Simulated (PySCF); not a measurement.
Geometry:
| atom | x (Å) | y (Å) | z (Å) |
| --- | --- | --- | --- |
| P1 | -0.023 | 0.015 | -0.020 |
| H2 | -0.792 | -0.858 | -0.814 |
| H3 | 0.297 | -0.617 | 1.198 |
| H4 | -0.761 | 1.187 | 0.239 |
| H5 | 1.164 | 0.349 | -0.702 |

Total charge +1.

Geometry: PBE0-D3(BJ)/def2-SVP; GIAO absolute shieldings from PySCF 2.14.0 with density-fitted response routines, gas phase, non-relativistic, averaged over equivalent atoms.

At PBE0/cc-pVDZ (38 basis functions, 1.1 s wall time on 1 thread of an Arm Neoverse V1, shared host):
```tsv
atoms	σ (ppm)
P1	521.4
H2/H3/H4/H5	25.33
```

Q: Estimate the result of repeating the calculation with PBE0/cc-pVTZ.

A: 
| atoms | σ at PBE0/cc-pVTZ | change |
| --- | --- | --- |
| P1 | 459.7 | -61.7 |
| H2/H3/H4/H5 | 25.22 | -0.11 |

The largest change is at P1 (phosphorus bonded to 4 H). Cost: 90 basis functions, 2.2 s wall time on 1 thread of an Arm Neoverse V1, shared host.
